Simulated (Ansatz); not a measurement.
System: TlS (I4/mcm, No. 140). Method: HSE06 (Ansatz, an electronic-structure program, plane waves, PAW).

Run with plane-wave cutoff 460 eV, 4×4×4 k mesh, Fermi–Dirac smearing 0.01 eV, scalar-relativistic PAW data made under PBE.

Cell (measured lattice):

```yaml
crystal:
  lattice:
    - [-3.89300, 3.89300, 3.40000]
    - [3.89300, -3.89300, 3.40000]
    - [3.89300, 3.89300, -3.40000]
  atoms:
    - { symbol: Tl, position: [0.75000, 0.25000, 0.50000] }
    - { symbol: Tl, position: [0.25000, 0.75000, 0.50000] }
    - { symbol: Tl, position: [0.25000, 0.25000, 0.00000] }
    - { symbol: Tl, position: [0.75000, 0.75000, 0.00000] }
    - { symbol: S, position: [0.67900, 0.17900, 0.85800] }
    - { symbol: S, position: [0.17900, 0.32100, 0.50000] }
    - { symbol: S, position: [0.32100, 0.82100, 0.14200] }
    - { symbol: S, position: [0.82100, 0.67900, 0.50000] }
```

Question: Estimate the band gap, smallest direct gap on the k points sampled and direct gap at Γ that the calculation returns.

Answer: 
- band gap = 0.86 eV
- smallest direct gap on the k points sampled = 1.40 eV
- direct gap at Γ = 3.03 eV

Note: cell and atoms aren't relaxed at this level (largest force component 0.48 eV/Å, pressure -0.2 GPa).

Spin–orbit coupling is not included; with these elements it can move the gap by several tenths of an eV or more.

The computed numbers hold no vibrational or temperature effects.
